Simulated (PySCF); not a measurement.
One ligand Y is varied and pulled off as a radical: Cd(Cl)1–Y. Isolated molecules, 0 K electronic values unless said otherwise. One relaxed conformer stands for each flexible species; it need not be the lowest. Multiplicities are imposed; where one is given, others were not computed. Strings in code marks are SMILES.

Calculation: r2SCAN-D4/def2-TZVP // r2SCAN-D4/def2-SVP (PySCF). 

| species | dipole moment (D) | highest occupied spin orbital (eV) |
|---|---|---|
| free radical OH (`[OH]`) | 1.76 | -7.57 |
| free radical NH2 (`[NH2]`) | ___ | -7.49 |
| free radical CH3 (`[CH3]`) | 0.00 | -5.88 |
| free radical OCH3 (`C[O]`) | 2.02 | -6.35 |
| free radical N(CH3)2 (`C[N]C`) | 1.71 | ___ |
| free radical SH (`[SH]`) | 0.91 | ___ |

Problem. Complete the blanks.

Solution. 
- free radical NH2 (`[NH2]`), dipole moment (D): 1.96
- free radical N(CH3)2 (`C[N]C`), highest occupied spin orbital (eV): -5.98
- free radical SH (`[SH]`), highest occupied spin orbital (eV): -6.40
